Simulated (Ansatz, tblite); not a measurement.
# The cluster AlAs2−: a ladder of methods and basis sets

An exercise on one series of results from a longer session: the logs are not shown, and one member is left open.

Method: as each input shows; program: Ansatz 0.2.0, Gaussian basis.

Plan: GFN1-xTB, GFN2-xTB, PBE-D4/def2-TZVPD, r2SCAN-D4/def2-TZVPD, CAM-B3LYP-D4/def2-TZVPD, HF/def2-TZVPD, HSE06-D4/def2-TZVPD, LDA/def2-TZVPD, BLYP-D4/def2-TZVPD, PBE+5HF/def2-TZVPD, PBE+10HF/def2-TZVPD, PBE+15HF/def2-TZVPD, PBE+35HF/def2-TZVPD, PBE+50HF/def2-TZVPD, PBE-D4/def2-SVPD, PBE0-D4/def2-SVPD, HF/STO-3G, CCSD(T)/def2-TZVPPD, MP2/def2-TZVPD, RPA/def2-TZVPD.

## The relaxed structure

The geometry is that of the singlet, from an earlier relaxation (PBE-D4/def2-TZVPD). At that level it is the lowest of the isomers that a small search found.

3 atoms, charge -1, spin multiplicity 1.

Bond lengths: Al1–As2 2.551 Å, Al1–As3 2.551 Å, As2–As3 2.301 Å. Angles: As2–Al1–As3 53.6°, Al1–As2–As3 63.2°, Al1–As3–As2 63.2°.

The ion is computed in the gas phase, without counter-ions or solvent.

PBE0-D4/def2-TZVPD was run before; its log isn't repeated, and its numbers join the tables.

Set-up of the first run:

Tight binding, by tblite at 300 K electronic temperature and without a spin-polarisation term:

```python
tblite.interface.Calculator('GFN1-xTB', numbers, positions, charge=-1, uhf=0).singlepoint()
```

Tight binding, by tblite at 300 K electronic temperature and without a spin-polarisation term:

```python
tblite.interface.Calculator('GFN2-xTB', numbers, positions, charge=-1, uhf=0).singlepoint()
```

start.molden holds the orbitals of an earlier run on this state, given as this run's starting guess.

The input, in.yaml:

```yaml
crystal:
  periodic: [false, false, false]
  atoms:
    - {symbol: Al, position_ang: [1.143110, 0.376014, -0.925336]}
    - {symbol: As, position_ang: [-0.140947, -1.249900, 0.562954]}
    - {symbol: As, position_ang: [-1.002163, 0.873886, 0.362382]}
basis:
  gaussian: {orbitals: def2-TZVPD, initial_orbitals: start.molden}
total_charge: -1
hamiltonian: {xc: pbe, dispersion: d4}
scf: {omitted_lower_state_checks: [starts]}
output: {orbitals: {seedname: orbitals}}
```

Run with:

```sh
ansatz run in.yaml --threads 4 --pin off --events-out ev --progress --plain --max-ram 3916MiB
```

Steps of the session up to this table: PBE-D4/def2-TZVPD; r2SCAN-D4/def2-TZVPD; CAM-B3LYP-D4/def2-TZVPD; HF/def2-TZVPD; HSE06-D4/def2-TZVPD; LDA/def2-TZVPD; BLYP-D4/def2-TZVPD; PBE+5HF/def2-TZVPD; PBE+10HF/def2-TZVPD; PBE+15HF/def2-TZVPD; PBE+35HF/def2-TZVPD; PBE+50HF/def2-TZVPD; PBE-D4/def2-SVPD; PBE0-D4/def2-SVPD; HF/STO-3G; CCSD(T)/def2-TZVPPD; MP2/def2-TZVPD; RPA/def2-TZVPD.

One table of the session follows, with a row left open; its other results are not shown here.

| level | LUMO (eV) | gap (eV) |
| --- | --- | --- |
| HF/STO-3G | 11.55 | 7.94 |
| HF/def2-TZVPD | 4.41 | 6.88 |
| LDA/def2-TZVPD | 0.79 | 0.68 |
| PBE-D4/def2-SVPD | 1.07 | 0.74 |
| PBE-D4/def2-TZVPD | 0.96 | 0.73 |
| BLYP-D4/def2-TZVPD | 1.14 | 0.70 |
| r2SCAN-D4/def2-TZVPD | 0.92 | 0.88 |
| PBE0-D4/def2-SVPD | 1.76 | 2.30 |
| PBE0-D4/def2-TZVPD | 1.66 | 2.28 |
| HSE06-D4/def2-TZVPD | 1.29 | 1.53 |
| CAM-B3LYP-D4/def2-TZVPD | 2.71 | 4.33 |
| PBE+5HF/def2-TZVPD | ? | ? |
| PBE+10HF/def2-TZVPD | 1.24 | 1.35 |
| PBE+15HF/def2-TZVPD | 1.38 | 1.66 |
| PBE+35HF/def2-TZVPD | 1.94 | 2.90 |
| PBE+50HF/def2-TZVPD | 2.35 | 3.85 |

Q: Estimate the row for PBE+5HF/def2-TZVPD from the others.

The run gave: LUMO (eV): 1.10; gap (eV): 1.04. In the column «LUMO (eV)» it lies between PBE-D4/def2-SVPD (1.07) and BLYP-D4/def2-TZVPD (1.14).
